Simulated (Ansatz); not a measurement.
Input file:

```yaml
crystal:
  periodic: [false, false, false]
  atoms:
    - {symbol: Al, position_ang: [0.000000, -0.116423, 0.037409]}
    - {symbol: H, position_ang: [0.000000, 2.067104, -2.271681]}
    - {symbol: H, position_ang: [0.000000, 1.049418, 1.270289]}
basis:
  gaussian: {orbitals: "6-31++G**"}
total_charge: -1
magnetization: {spin_polarized: true, initial_magnetization: 0}
correlation: {method: ccsdt_q, electrons: outside_noble_gas}
```

```sh
$ ansatz run in.yaml --threads 1 --pin off --events-out ev --progress --plain --max-ram 2393MiB
```

Output:

```
535 factors; integrals over basis functions are off by at most 2.6e-7 eV
mean field evaluation 1: about -6610.2062 eV, gradient 7.0e0 eV
mean field evaluation 2: about -6610.2079 eV, gradient 7.0e0 eV
mean field evaluation 4: about -6611.1062 eV, gradient 5.9e-1 eV
mean field evaluation 8: about -6611.1175 eV, gradient 1.9e-3 eV
mean field evaluation 16: about -6611.1237 eV, gradient 3.0e-1 eV
mean field evaluation 32: about -6611.1294 eV, gradient 1.8e-2 eV
mean field evaluation 64: about -6611.1175 eV, gradient 6.1e-6 eV
mean field evaluation 96: about -6611.0054 eV, gradient 2.0e0 eV
mean field evaluation 128: about -6610.4416 eV, gradient 3.5e-1 eV
mean field evaluation 160: about -6610.4700 eV, gradient 1.2e-1 eV
...
cycle   9  -2.66988576 eV  change   -2.4e-4 eV  update   2.9e-4
cycle  10  -2.66963829 eV  change    2.5e-4 eV  update   1.4e-4
cycle  11  -2.66963733 eV  change    9.6e-7 eV  update   6.3e-5
cycle  12  -2.66966115 eV  change   -2.4e-5 eV  update   2.9e-5
cycle  13  -2.66969310 eV  change   -3.2e-5 eV  update   1.5e-5
cycle  14  -2.66970282 eV  change   -9.7e-6 eV  update   6.4e-6
cycle  15  -2.66969927 eV  change    3.5e-6 eV  update   3.5e-6
cycle  16  -2.66969701 eV  change    2.3e-6 eV  update   1.6e-6
cycle  17  -2.66969638 eV  change    6.3e-7 eV  update   8.1e-7
cycle  18  -2.66969641 eV  change   -3.4e-8 eV  update   4.5e-7
perturbative correction -0.00204193 eV, -0.0000750394 hartree
Total energy: -6613.78923898 eV, -243.0522715452 hartree
```

For the same geometry and basis full CI lies 0.4 meV lower.

Ran on 1 thread of Arm Neoverse V1, shared host: 7 s wall, 0.17 GiB peak host memory.
